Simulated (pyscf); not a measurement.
•O–AsH₂ + hydrogen (H₂) → HO–AsH₂ + H atom (H•), a hydrogen abstraction (doublet surface; H–H broken, H–O formed). PySCF, gas phase, ωB97X-D3(BJ)/def2-SVP geometries. Energies in kJ/mol from the separated reactants.

Small-basis levels: PySCF, no dispersion term, spherical d functions. AM1 to PM7: differences of heats of formation from MOPAC, which are fitted to 298 K values and so differ in kind from electronic energies by zero-point and thermal terms. Open shells are spin-unrestricted. 

```csv
level,barrier,reaction energy
HF/6-31G*+LANL2DZ,101.0,+1.9
SVWN5/6-31G*+LANL2DZ,[?],+12.7
PBE/6-31G*+LANL2DZ,31.9,+27.0
B3LYP/LANL2DZ,26.3,+29.9
B3LYP/6-31G*+LANL2DZ,46.9,+32.7
PBE/def2-SVP,27.0,+17.6
B3LYP/def2-SVP,40.9,+21.2
AM1,[?],-42.1
PM7,141.5,+230.6
ωB97M-D3(BJ)/def2-TZVP,[?],+4.2
```

Question: Some entries are withheld; supply them.

Answer: 
- SVWN5/6-31G*+LANL2DZ, barrier: -3.3
- AM1, barrier: 24.6
- ωB97M-D3(BJ)/def2-TZVP, barrier: 55.0

Against the last row the barrier runs from -58.3 (SVWN5/6-31G*+LANL2DZ) to +86.5 kJ/mol (PM7). At SVWN5/6-31G*+LANL2DZ, B3LYP/LANL2DZ, PM7 this geometry lies under one side, so the entry may be no barrier of that level: it is a single point on another level's saddle. ωB97M-D3(BJ)/def2-TZVP has limits of its own. •O–AsH₂ lies 139.7 kJ/mol over its isomer HO–AsH• (electronic energy, ωB97M-D3(BJ)/def2-TZVP). One saddle was located; it need not be the lowest between these sides. The angle at the transferred H is 169°. In the def2 sets elements up to Kr have no core potential.
